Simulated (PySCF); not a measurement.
**SiCl+: bond curves at several levels of theory**

One table from this session's results is given with a row withheld; the runs are named, their logs left out.

The runs use PySCF 2.14.0; Si def2-TZVPPD, Cl def2-TZVPPD, no relativity.

Set-up of the first run:

A driver script around PySCF takes these settings:

| Property | Result |
| --- | --- |
| atoms | Si, Cl |
| charge | 1 |
| basis | Si def2-TZVPPD, Cl def2-TZVPPD |
| Hamiltonian | no relativity |
| basis functions | 99 |
| electrons treated | 30 |
| masses in u | 27.9769, 34.9689 |
| levels | PBE0, PBE, r²SCAN, PW91, PBEsol, M06-L, M06-2X, B2PLYP, ωB97M-V, HF, MP2, SCS-MP2, CCSD, CCSD(T) |
| grid | 80 radial by 434 angular points |
| occupations | held fixed by the projection of orbital angular momentum |
| dissociation limit | Si+ + Cl, each in its ground configuration |
| starting distance in angstrom | 2.185 |
| values of 2S to try | 0, 2 |

Command:

```sh
$ OMP_NUM_THREADS=2 python dia.py task.json out
```

Among the steps run: The job; PBE0 along the bond; Higher solutions at PBE0; PBE (GGA); r²SCAN; PW91 (GGA); PBEsol (GGA); M06-L; M06-2X (hybrid meta-GGA); B2PLYP; ωB97M-V (range-separated hybrid); RHF; Adding correlation.

One table of the session follows, with a row left open; its other results are not shown here.

Energy (eV) from each level's lowest point:

| R (Å) | RHF | RHF-MP2 | RHF-SCS-MP2 | RHF-CCSD | RHF-CCSD(T) |
| --- | --- | --- | --- | --- | --- |
| 1.684 | 1.448 | 1.519 | 1.526 | n/a | n/a |
| 1.762 | 0.619 | 0.670 | 0.674 | 0.665 | 0.693 |
| 1.841 | 0.176 | 0.206 | 0.209 | 0.203 | 0.221 |
| 1.899 | 0.029 | 0.043 | 0.045 | 0.042 | 0.051 |
| 1.958 | 0.000 | 0.000 | 0.000 | 0.000 | 0.000 |
| 2.017 | 0.062 | 0.048 | 0.046 | 0.049 | 0.039 |
| 2.095 | ? | ? | ? | ? | ? |
| 2.193 | 0.596 | 0.545 | 0.537 | 0.546 | 0.505 |
| 2.310 | 1.111 | 1.040 | 1.025 | 1.036 | 0.972 |
| 2.467 | 1.871 | 1.778 | 1.751 | n/a | n/a |

**Question.** Estimate the row for R (Å) = 2.095.

Worked estimate for «RHF». A straight line through the neighbours (2.017, 0.062) and (2.193, 0.596) gives 0.062 + (0.596 − 0.062) × (2.095 − 2.017) / (2.193 − 2.017) = 0.299; a parabola fitted to 4 rows on both sides gives 0.260.

As computed: RHF: 0.249; RHF-MP2: 0.218; RHF-SCS-MP2: 0.213; RHF-CCSD: 0.219; RHF-CCSD(T): 0.196. In «RHF» the line misses by +0.050 and the parabola by +0.011.
